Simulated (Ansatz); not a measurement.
A calculation on GaS (P6₃/mmc, No. 194) returned lattice constant a 3.590 Å, lattice parameter c 15.447 Å, equilibrium volume per atom 21.56 Å³/atom.

For reference: equilibrium volume per atom 21.57 Å³/atom (measured, temperature not stated, not corrected to a static lattice, from a published cell, pressure not stated; as tabulated in Crystal Structures 1, 85 (1963)).

Problem. Which level of theory produced these numbers?
(A) PBE (Ansatz, a program for electronic structure)
(B) LDA (Ansatz)
(C) PBE0-D4 (Ansatz)
(D) PBE-D3(BJ) (Ansatz)

Solution. D, PBE-D3(BJ) (Ansatz)

The others give: LDA 3.536 Å, 15.239 Å, 20.63 Å³/atom; PBE0-D4 3.556 Å, 15.204 Å, 20.81 Å³/atom; PBE 3.630 Å, 17.779 Å, 25.36 Å³/atom.

Unless a cell is named, each level is at its own relaxed cell (LDA 20.63, PBE 25.36, PBE-D3(BJ) 21.56, PBE0-D4 20.81 Å³/atom).

Ansatz's density-functional and Hartree–Fock values are scalar-relativistic unless marked +SOC, with PAW data made under PBE.
